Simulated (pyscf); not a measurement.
Thermochemistry of product channels of HO–Ta(F)(F)(F)–F on the singlet surface, in kJ/mol, from ωB97M-D3(BJ)/def2-TZVP energies (ideal gas, 1 atm, RRHO with modes under 100 cm⁻¹ raised to 100, one conformer, R ln 2 for chiral ones without a mode under 150 cm⁻¹). Single points on ωB97X-D3(BJ)/def2-SVP structures (PySCF, gas phase).

```
products                                   ΔE  ΔH(298 K)  ΔG(900 K)  ΔG(1200 K)
-------------------------------------  ------  ---------  ---------  ----------
O=Ta(F)(F)–F + hydrogen fluoride (HF)       …     +141.4      +20.5       -17.3
HO–Ta(F)–F [singlet] + fluorine (F–F)  +964.4     +959.1     +815.0      +769.6
```

Task: Complete the blanks.

Result: 
- O=Ta(F)(F)–F + hydrogen fluoride (HF), ΔE: +146.9

The channel to O=Ta(F)(F)–F + HF turns favourable between 298 and 1200 K (ΔG from +100.4 kJ/mol to -17.3 kJ/mol).

These are energies of the channels, which say nothing of barriers. The other spin state of HO–Ta(F)–F [singlet] is not in these data. Elements past Kr carry the def2 core potentials, without spin-orbit coupling.
